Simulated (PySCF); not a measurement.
**What the low excited states add to the polarisability**

1,2,3-butatriene, C4H4.
SMILES: `C=C=C=C`

Computed, not measured: TDDFT PBE0/def2-SVPD, vertical, gas phase, core orbitals frozen in the response in PySCF 2.14.0, density-fitted response routines. Isolated species at its GFN2-xTB geometry, gas phase.

Computed singlets:

```csv
state,E (eV),f
S1,4.06,0.0000
S2,5.47,0.400
S3,6.01,0.0000
S4,6.81,0.0000
S5,7.15,0.0017
S6,7.41,0.053
S7,7.72,0.0000
S8,7.83,0.0002
```

Q: Build the mean polarisability up from these states and compare it with the full response value.

A: Each state adds f / ΔE² (ΔE in hartree, 27.2114 eV).

```
state  f/ΔE² (au)  running sum (au)  running share of α (%)
   S1        0.00              0.00                     0.0
   S2        9.90              9.90                    17.4
   S3        0.00              9.90                    17.4
   S4        0.00              9.90                    17.4
   S5        0.02              9.92                    17.4
   S6        0.71             10.64                    18.7
   S7        0.00             10.64                    18.7
   S8        0.00             10.64                    18.7
```

The full response gives 56.90 au (8.43 Å³), so 46.3 au comes from the higher roots of the same equations.

Q: By how much does the contribution of these states grow at 1064 nm?

A: With ω = 0.0428 hartree each state's term in the mean polarisability goes from f / ΔE² to f / (ΔE² − ω²); the sum over all 8 states goes from 10.64 to 11.13 au, a rise of 0.49 au.

The largest single term belongs to S2, which also has the largest f.

A one-level model with all 20 active electrons at a single energy would need ΔE = √(N/α) = 16.1 eV to give this α, against S1 at 4.06 eV.
